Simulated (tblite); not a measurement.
Problem. Write a Z-matrix for `C=[C]CCCN` [radical] as optimised with GFN2-xTB. (Doublet state.)

Solution. 
Z-matrix in Å and degrees, rows numbered from 1:
```
C 
C   1  1.2931
C   2  1.4546  1  143.29
C   3  1.5442  2  112.99  1     2.15
C   4  1.5279  3  112.49  2   173.01
N   5  1.4544  4  111.01  3    69.27
H   1  1.0807  2  122.04  3  -179.73
H   1  1.0934  2  124.09  3     0.38
H   3  1.0958  2  108.90  1   123.38
H   3  1.0940  2  108.66  1  -119.30
H   4  1.0897  3  109.04  2   -65.90
H   4  1.0912  3  108.72  2    52.42
H   5  1.0944  4  108.55  3  -173.22
H   5  1.1049  4  109.08  3   -56.21
H   6  1.0144  5  110.43  4   -67.39
H   6  1.0138  5  110.37  4   173.89
```

Of the pairs four or more bonds apart, H10···H15 is among the closest relative to their van der Waals radii: 2.27 Å, 94 % of the sum of Bondi's values. N6 (nitrogen bonded to C and 2 H) is pyramidal (angles 110.4°, 110.4° and 107.5°, sum 328.3°, 0.38 Å off the plane of its three neighbours). C1 (carbon bonded to C and 2 H) is planar (angles 124.1°, 122.0° and 113.9°, sum 360.0°, 0.00 Å off the plane of its three neighbours). The C–C distances run from 1.293 Å (C1=C2, drawn double) to 1.544 Å (C3–C4, drawn single), a spread of 0.251 Å.

Computed geometry: GFN2-xTB, gas phase. This method treats the open shell by occupation alone, without spin polarisation.

Point group: C1 (no symmetry element, even within 0.4 Å). Its GFN2-xTB frequencies are all real (lowest 52 cm⁻¹). Torsions: C1–C2–C3–C4 2°, C2–C3–C4–C5 173°, C3–C4–C5–N6 69°, C4–C5–N6–H -67° and 174°.

One conformer stands for the species.
